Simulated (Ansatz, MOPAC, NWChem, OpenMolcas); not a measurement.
A ladder of methods for BH2O (SMILES B[O])

BH2O, doublet, SMILES `B[O]`. Each level relaxes the structure for itself.

Quantity: the zero-point energy at each level's own minimum, in kJ/mol. The values are calculated.

| level | kind | program | value (kJ/mol) |
| --- | --- | --- | --- |
| PM3 | semi-empirical | MOPAC | 52.1 |
| PM6-D3H4 | semi-empirical | MOPAC | 52.1 |
| PM6-DH+ | semi-empirical | MOPAC | 51.5 |
| PM6-DH2X | semi-empirical | MOPAC | 51.5 |
| UHF/3-21G | Hartree–Fock | OpenMolcas | 60.0 |
| UHF/6-31G* (Cartesian functions) | Hartree–Fock | OpenMolcas | 60.2 |
| UHF/cc-pVTZ | Hartree–Fock | OpenMolcas | 59.3 |
| UB3LYP-D3(BJ)/6-31G* (spherical functions) | global hybrid | NWChem | 53.3 |
| UPBE0/def2-TZVP | global hybrid | NWChem | 52.6 |
| UPBE0-D4/def2-TZVP | global hybrid | Ansatz | 52.7 |

Harmonic and unscaled. The values span 51.5 to 60.2 kJ/mol.
